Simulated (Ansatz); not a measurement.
Calculated with Ansatz (gas phase, PBE0-D4/def2-TZVP geometries, no zero-point term in ΔE). CBS: MP2 limit from def2 TZ/QZ plus the TZ coupled-cluster correction, frozen cores. Functionals use def2-TZVPP. Each species was taken in one conformer, which may not be the lowest.

Consider the substitution at a C–C bond: `O=CC1(O)CC1` + CH₃NH₂ → `CNC=O` + `OC1CC1`.

| level | ΔE (kJ/mol) |
| --- | --- |
| ωB97M-V | -40.6 |
| MP2/def2-QZVPP | -37.3 |

Task: What does CCSD(T)/CBS give? (An estimate is asked.)

Result: The calculation gave: -36.1 kJ/mol. The listed levels differ from it by -4.5, -1.2 kJ/mol.

Largest T1 diagnostic among the species: 0.015.

In def2-TZVPP, CCSD(T) changes the Hartree–Fock value by +12.0 kJ/mol (the triples alone add +1.5 kJ/mol) and MP2 by +10.6 kJ/mol. The D4 term adds +3.2 kJ/mol with B3LYP and +1.8 kJ/mol with PBE0; it sums over pairs of atoms, weighted by their polarisabilities, and B3LYP, whose exchange is more repulsive, gets the larger term.

B3LYP here is the variant with VWN-RPA as its local correlation; programs differ in this.
